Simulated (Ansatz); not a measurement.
# B₂+ (doublet): from Hartree-Fock to the top rungs, def2-QZVPP

The task here is to estimate one member of a computed series from the others.

Computed with Ansatz 0.2.0, Gaussian basis. Level: def2-QZVPP, core rule «outside noble gas», up to 2 orbitals frozen.

To be run: UHF; ROHF; CCSD(T) on UHF.

**The system**

The geometry is a PBE0/def2-TZVP stationary point (not a proven minimum) of the parent state, kept for this charge and spin.

2 atoms, charge 1, spin multiplicity 2.

Atoms are counted from 1 here; the program's logs count them from 0.

Bond lengths: B1–B2 1.628 Å.

Set-up of the first run:

Contents of in.yaml:

```yaml
crystal:
  periodic: [false, false, false]
  atoms:
    - {symbol: B, position_ang: [0.000000, 0.000000, 0.000000]}
    - {symbol: B, position_ang: [0.000000, 0.000000, 1.628200]}
basis:
  gaussian: {orbitals: "def2-QZVPP.json"}
total_charge: 1
magnetization: {spin_polarized: true, initial_magnetization: 1}
hamiltonian: {xc: hf}
output: {orbitals: {seedname: orbitals}}
```

Launch:

```
> ansatz run in.yaml --threads 1 --pin off --events-out ev --progress --plain --max-ram 2393MiB
```

Steps of the session up to this table: UHF; ROHF; CCSD(T) on UHF.

One table of the session follows, with a row left open; its other results are not shown here.

| method | from UCCSD(T) (meV) |
| --- | --- |
| ROHF | ? |
| UHF | +3002.2 |
| UMP2 | +997.9 |
| UCCSD | +192.0 |
| UCCSD(T) | 0 |

**Question.** Estimate the row for ROHF.

The run gave: from UCCSD(T) (meV): +4703.0. In the column «from UCCSD(T) (meV)» it is the highest.

The program flags UCCSD(T) as in doubt (see the logs), so the zero of the table is itself unsure.

To keep in mind: The determinant is far from a pure spin state, so its energy mixes those of several spin states (harmless only where they are near-degenerate, as at dissociation). The program flags UCCSD(T) as in doubt, so the zero of the table is itself unsure.
